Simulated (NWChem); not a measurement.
acetylene (C$_{2}$H$_{2}$); SMILES C#C

Computed with NWChem. The highest occupied level is degenerate, so the cation is one component of its state. Structure relaxed at the B3LYP/6-31G* (spherical d) level. Ions are spin-unrestricted doublets at the neutral geometry. Hybrids' shares of exact exchange are those that their runs print; pure functionals count as 0. The functionals differ in more than this share.

```csv
row,share of exact exchange,ΔSCF ionisation energy minus −ε(HOMO) (eV)
PBE/def2-SVP,0.00,4.42
B3LYP/def2-SVP,0.20,withheld
PBE0/def2-SVP,0.25,3.01
BHandHLYP/def2-SVP,0.50,1.68
```

Q: Fit a straight line of the last column on the one before it, predict the withheld value, and compare with the run.

A: 
1. Means of the 3 shown rows: x = 0.250, y = 3.037. Slope Σ(x − x̄)(y − ȳ)/Σ(x − x̄)² = -0.6850/0.1250 = -5.480; intercept 4.407.
2. The shown rows scatter about the line by 0.019 (root mean square); the largest residual is -0.03, at PBE0/def2-SVP.
3. At x = 0.20 (B3LYP/def2-SVP; inside the shown range) the line gives 3.31.
4. The run gives 3.36, +0.05 from the line. The line crosses zero at a share of 0.80, outside the shown range.
